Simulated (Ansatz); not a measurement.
Run this with Ansatz 0.2.0, Python API and show what comes out.

`c2h4f2.py`:
```python
"""Energy of C2H4F2 as one group turns about a bond."""

import ansatz as az
from ase import Atoms

atoms = Atoms(["F", "C", "C", "F", "H", "H", "H", "H"], positions=[
    (-1.2388, 0.7238, 0.874),
    (-0.1109, 0.7191, 0.1839),
    (0.1773, -0.7112, -0.1874),
    (-0.556, -1.1181, -1.1644),
    (-0.2102, 1.3336, -0.7278),
    (0.6626, 1.1594, 0.8348),
    (1.2587, -0.8046, -0.5462),
    (0.1093, -1.3591, 0.6772),
])

# relax first, so that the scan starts from a minimum
first = (
    az.Crystal.molecule_from_ase(atoms).calculation()
    .basis(gaussian="cc-pVDZ")
    .functional("pbe0")
    .relax(force_tolerance=0.02, max_steps=80)
)
atoms.positions = first.run().report["positions_ang"]

start = atoms.get_dihedral(3, 2, 1, 0)
energies = {}
for turn in range(0, 360, 30):
    turned = atoms.copy()
    turned.set_dihedral(3, 2, 1, 0, start + turn, indices=[0, 1, 4, 5])
    model = (
        az.Crystal.molecule_from_ase(turned).calculation()
        .basis(gaussian="cc-pVDZ")  # atom-centred Gaussian functions
        .correlation("mp2")  # correlation on top of the mean field
    )
    energies[round((start + turn) % 360)] = model.run().report["free_energy_ev"]
floor = min(energies.values())
print("dihedral F3-C2-C1-F0 (deg)   E - E(min) (kcal/mol)")
for angle, e in sorted(energies.items()):
    print(f"{angle:8d} {23.060548 * (e - floor):14.3f}  " + "#" * int(30 * (e - floor) / max(max(energies.values()) - floor, 1e-9)))
```

```console
$ python c2h4f2.py
dihedral F3-C2-C1-F0 (deg)   E - E(min) (kcal/mol)
      11          8.110  ##############################
      41          2.825  ##########
      71          0.000
     101          2.312  ########
     131          3.697  #############
     161          1.584  #####
     191          1.022  ###
     221          3.154  ###########
     251          2.891  ##########
     281          0.248
     311          1.669  ######
     341          7.148  ##########################
```

Caveats:
- The scan is rigid and the energies are electronic, in a modest basis. With rigid groups the curve can differ much from the relaxed path, the start wasn't checked as a minimum of this torsion, and equivalent turns needn't return to the same energy.
- The start is relaxed with a density functional and scanned with the wavefunction method, so it isn't exactly that method's minimum.
- The whole script took 18 s on 1 thread of Arm Neoverse V2, on a shared host, peak memory 0.21 GiB.
